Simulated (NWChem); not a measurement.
**Total energies of N**

SMILES: [N]
```xyz
1

N      0.0000     0.0000     0.0000
```
Charge 0, spin multiplicity 4.

Program: NWChem.

Basis set: cc-pVDZ (14 functions).

```
method   total energy (Ha)
-------  -----------------
UHF              -54.39111
UMP2             -54.46186
UB2PLYP          -54.54873
UPBE             -54.51718
UB3LYP           -54.58914
UBLYP            -54.57257
```

Total energies of different functionals aren't comparable as a measure of quality: only differences taken within one method are. 

The correlated methods keep 1 core orbital frozen. B3LYP has NWChem's definition, with VWN1-RPA local correlation. The stability of the SCF solutions was not checked. Open-shell Hartree-Fock references start from PBE0 orbitals.
